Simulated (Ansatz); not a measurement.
# BSiNH (doublet): wave-function methods side by side, def2-TZVPP

The task here is to estimate one member of a computed series from the others.

Method: def2-TZVPP, core rule «outside noble gas», up to 7 orbitals frozen; program: Ansatz 0.2.0, Gaussian basis.

Plan: UHF; ROHF; CCSD(T) on UHF.

## What is computed

The geometry is a PBE0/def2-TZVP stationary point (not a proven minimum) of the parent state, kept for this charge and spin.

4 atoms, charge 0, spin multiplicity 2.

Atoms are counted from 1 here; the program's logs count them from 0.

Bond lengths: N1–B2 1.323 Å, B2–Si3 1.932 Å, Si3–H4 1.485 Å. Angles: N1–B2–Si3 176.5°, B2–Si3–H4 121.5°.

Set-up of the first run:

Contents of in.yaml:

```yaml
crystal:
  periodic: [false, false, false]
  atoms:
    - {symbol: N, position_ang: [0.000000, 0.051693, 2.035342]}
    - {symbol: B, position_ang: [0.000000, 0.044493, 0.712376]}
    - {symbol: Si, position_ang: [0.000000, -0.083412, -1.214889]}
    - {symbol: H, position_ang: [0.000000, 1.128664, -2.072682]}
basis:
  gaussian: {orbitals: def2-TZVPP}
magnetization: {spin_polarized: true, initial_magnetization: 1}
hamiltonian: {xc: hf}
output: {orbitals: {seedname: orbitals}}
```

Started as:

```bash
> ansatz run in.yaml --threads 1 --pin off --events-out ev --progress --plain --max-ram 4096MiB --backend cpu
```

Among the steps run: UHF; ROHF; CCSD(T) on UHF.

One table of the session follows, with a row left open; its other results are not shown here.

It belongs to the step «Misses and costs». 

| method | from UCCSD(T) (kcal/mol) |
| --- | --- |
| ROHF | +259.78 |
| UMP2 | ? |
| UCCSD | +15.13 |
| UCCSD(T) | 0 |

Q: Estimate the row for UMP2 from the others.

**Answer.** from UCCSD(T) (kcal/mol): +52.46. In the column «from UCCSD(T) (kcal/mol)» it lies between UCCSD (+15.13) and ROHF (+259.78).

Left out of the table: UHF (another determinant or state than the rows shown).

Caveats from the session: The determinant is far from a pure spin state, so its energy mixes those of several spin states (harmless only where they are near-degenerate, as at dissociation). Warnings: spin contamination; coupled cluster took another determinant than the lowest.
